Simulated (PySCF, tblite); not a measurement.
## Complex of methanol and ammonia

A gas-phase complex of methanol and ammonia; neutral, singlet. The structure comes from a short search (6 tight-binding starts) and was relaxed by PBE0-D3(BJ)/def2-TZVPD; another way of binding may lie lower. No frequency run checks that it is a minimum.

Parts: 1 = methanol (CO), atoms 1–6; 2 = ammonia (N), atoms 7–10.

| atom | part | x (Å) | y (Å) | z (Å) |
| --- | --- | --- | --- | --- |
| C1 | 1 | -0.427 | 0.070 | 0.051 |
| O2 | 1 | 0.899 | -0.163 | 0.437 |
| H3 | 1 | -1.000 | 0.323 | 0.946 |
| H4 | 1 | -0.520 | 0.908 | -0.655 |
| H5 | 1 | -0.895 | -0.814 | -0.406 |
| H6 | 1 | 1.422 | -0.362 | -0.362 |
| N7 | 2 | 2.430 | -0.769 | -1.941 |
| H8 | 2 | 2.990 | 0.018 | -2.245 |
| H9 | 2 | 3.066 | -1.533 | -1.743 |
| H10 | 2 | 1.855 | -1.052 | -2.725 |

Contacts between parts, classed by geometry: H6···N7 1.917 Å (hydrogen bond, 179°).

Interaction energies are complex less parts, with the parts frozen as they stand in it; counterpoise-corrected, in kcal/mol (PySCF). The CCSD(T) estimate is Hartree-Fock/aug-cc-pVQZ, plus the MP2 correlation part extrapolated as X⁻³ from aug-cc-pVTZ and aug-cc-pVQZ, plus CCSD(T) less MP2 in aug-cc-pVDZ; noble-gas cores are frozen. It isn't the exact limit.

```json
{"level": "Hartree-Fock/aug-cc-pVQZ", "interaction": "-4.30", "superposition error removed": "-"}
{"level": "wB97M-D3(BJ)/def2-TZVPD", "interaction": "-6.91", "superposition error removed": "-0.26"}
{"level": "PBE0-D3(BJ)/def2-TZVPD", "interaction": "-7.62", "superposition error removed": "-0.22"}
{"level": "MP2/aug-cc-pVQZ", "interaction": "-6.90", "superposition error removed": "-0.27"}
```

What does CCSD(T) at its estimated basis limit give, and which of these levels comes nearest?

-6.85 kcal/mol. wB97M-D3(BJ)/def2-TZVPD and MP2/aug-cc-pVQZ come equally near, within the error of the estimate; the errors are Hartree-Fock/aug-cc-pVQZ +2.55, wB97M-D3(BJ)/def2-TZVPD -0.06, PBE0-D3(BJ)/def2-TZVPD -0.77, MP2/aug-cc-pVQZ -0.05.

What holds them together? Decompose the wB97M-D3(BJ)/def2-TZVPD energy: frozen parts, their antisymmetrised product, then relaxation.

electrostatic -12.9, Pauli repulsion +12.5, orbital relaxation -5.7, dispersion correction -1.0 kcal/mol, which sum to the value before the counterpoise correction; the Pauli term holds the exchange-correlation of the frozen density too. Of the attraction, 66 % is electrostatic, 29 % is orbital relaxation, 5 % is dispersion correction.

The parts were also relaxed and run alone, at the levels used for the complex: shieldings by PBE0/pcSseg-2; core levels by delta-SCF with SCAN, pcX-2 on the ionised atom and pcseg-1 elsewhere, spin-free X2C.

What does binding change?


```
             property   alone  in the complex  change
       O2–H6 bond (Å)   0.959           0.976  +0.016
shielding of H6 (ppm)   31.81           26.24   -5.57
shielding of N7 (ppm)   263.7           255.9    -7.8
shielding of O2 (ppm)   329.5           326.3    -3.2
C1 1s core level (eV)  292.41          291.62   -0.80
O2 1s core level (eV)  538.99          537.44   -1.54
N7 1s core level (eV)  405.54          406.19   +0.65
```
